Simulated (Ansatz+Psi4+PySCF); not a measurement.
Two shapes of singlet H₂O.

Shape 1:

```xyz
3

O     0.0000    0.0000    0.1193
H     0.0000    1.1449   -0.7752
H     0.0000   -0.7632   -0.4770
```

Shape 2:

```xyz
3

O     0.0000    0.0000    0.1193
H     0.0000    2.2897   -1.6697
H     0.0000   -0.7632   -0.4770
```

Basis set: cc-pVTZ (spherical functions). Frozen core: 1 orbital. Charge 0, multiplicity 1.

Computed with Ansatz (development build ahead of 0.2.0) and Psi4 1.11; each method stands on the lowest determinant of its kind that the runs found.

Which shape is lower in energy, and by how much in each method?

```json
{"method": "RHF", "E(2) − E(1) (eV)": "6.249"}
{"method": "UHF", "E(2) − E(1) (eV)": "0.863"}
{"method": "UHF-MP2", "E(2) − E(1) (eV)": "2.158"}
{"method": "UHF-CCSD", "E(2) − E(1) (eV)": "2.674"}
{"method": "UHF-CCSD(T)", "E(2) − E(1) (eV)": "2.812"}
```

Shape 1 is lower. Caution for RHF: an unrestricted determinant lies well below. Caution for UHF, UHF-MP2, UHF-CCSD, UHF-CCSD(T): the unrestricted determinant is a mixture of spin states. Caution for UHF-MP2, UHF-CCSD, UHF-CCSD(T): large amplitudes, a single reference is doubtful; a plain start can end on a higher determinant. Caution for UHF-MP2: another reference gives a lower total.
